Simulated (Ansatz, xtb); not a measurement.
**Relaxing a trial structure of H5OSi2+**

The starting geometry of this gas-phase singlet has its atoms placed at random.

```xyz
8

O    -1.2296    1.1751    1.5695
Si   -0.1389    0.1496    0.1019
Si    1.4281   -0.0708   -1.5271
H     1.4426   -1.5830   -1.0815
H    -1.4162    0.3281    0.8540
H    -1.9028   -0.4924   -0.5120
H     0.5276   -1.7636   -0.0692
H    -0.3790    0.0464   -1.8083
```

Question: One run relaxed it with r2SCAN-D4/def2-SVP. What is a likely outcome?

Answer: It ends as a structure with H4 bridging Si3 and H7, H7 bridging Si3 and H4, H8 bridging Si3 and Si2, given below by its coordinates. Distances that change by over a tenth: O1–H5 (1.12 → 0.97 Å), Si3–H4 (1.58 → 1.75 Å), Si3–H7 (2.41 → 1.80 Å), H4–H7 (1.38 → 0.86 Å). Contacts that open: Si2–H5 (1.49 → 2.32 Å). Contacts that close: O1–Si2 (2.10 → 1.62 Å), Si2–H6 (1.97 → 1.49 Å), Si3–H8 (1.83 → 1.66 Å).

The energy falls by 7.71 eV over 16 steps:

```json
{"step": "1", "E − E(last) (eV)": "7.708"}
{"step": "3", "E − E(last) (eV)": "2.612"}
{"step": "4", "E − E(last) (eV)": "1.538"}
{"step": "6", "E − E(last) (eV)": "0.716"}
{"step": "8", "E − E(last) (eV)": "0.232"}
{"step": "9", "E − E(last) (eV)": "0.134"}
{"step": "11", "E − E(last) (eV)": "0.037"}
{"step": "13", "E − E(last) (eV)": "0.001"}
{"step": "14", "E − E(last) (eV)": "0.000"}
{"step": "16", "E − E(last) (eV)": "0.000"}
```

Final geometry (Å):

```json
{"atom": "O", "x (Å)": "-1.0005", "y (Å)": "1.0923", "z (Å)": "0.9237"}
{"atom": "Si", "x (Å)": "-0.5903", "y (Å)": "-0.2643", "z (Å)": "0.1480"}
{"atom": "Si", "x (Å)": "1.4988", "y (Å)": "-0.0358", "z (Å)": "-0.7844"}
{"atom": "H", "x (Å)": "1.1843", "y (Å)": "-1.5624", "z (Å)": "-1.5856"}
{"atom": "H", "x (Å)": "-1.8942", "y (Å)": "1.3276", "z (Å)": "1.2176"}
{"atom": "H", "x (Å)": "-1.6844", "y (Å)": "-1.2547", "z (Å)": "-0.0454"}
{"atom": "H", "x (Å)": "0.7918", "y (Å)": "-1.6865", "z (Å)": "-0.8312"}
{"atom": "H", "x (Å)": "0.0264", "y (Å)": "0.1732", "z (Å)": "-1.5154"}
```

From the same start GFN2-xTB ends elsewhere, in pieces: H3OSi2 + H2.

From so rough a start the end depends on the optimiser's path, so another program may land elsewhere. No frequencies were run, so the end isn't proven a minimum. Run with Ansatz 0.2.0, 44 s on 1 thread of Arm Neoverse V2 (shared host).
